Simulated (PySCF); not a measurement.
Compound: FH₂Si (charge -1).
SMILES: `F[SiH2-]`

Computed with PySCF at PBE0/pcSseg-1, non-relativistic, on one gas-phase PBE0-D3(BJ)/def2-SVP geometry that isn't relaxed in the solvent. The solvent is an IEF-PCM continuum (Bondi radii, 1.10 Å for H, scaled by 1.2). Specific hydrogen bonds and non-electrostatic terms are outside this model.

```csv
run,E − E(gas) (kcal/mol),HOMO (eV),HOMO–LUMO gap (eV)
gas,0.00,0.42,5.66
P,-46.97,-3.68,5.76
Q,-52.98,-4.21,5.78
```

The runs were made in chloroform and dichloromethane. Which run belongs to which solvent?

P = chloroform, Q = dichloromethane. The dielectric constants are 4.711 (chloroform), 8.93 (dichloromethane), and the energy falls further as ε rises. In this model the ground state sees the solvent through ε alone.

How constant is the ratio of the lowering to 1 − 1/ε?

```json
{"solvent": "chloroform", "1 − 1/ε": "0.788", "E − E(gas) (kcal/mol)": "-46.97", "ratio (kcal/mol)": "-59.6", "polarisation term (kcal/mol)": "-47.05"}
{"solvent": "dichloromethane", "1 − 1/ε": "0.888", "E − E(gas) (kcal/mol)": "-52.98", "ratio (kcal/mol)": "-59.7", "polarisation term (kcal/mol)": "-53.08"}
```

The ratio changes by +0.1 % in size from chloroform to dichloromethane. The polarisation term is half the interaction of the solute with the induced surface charges.
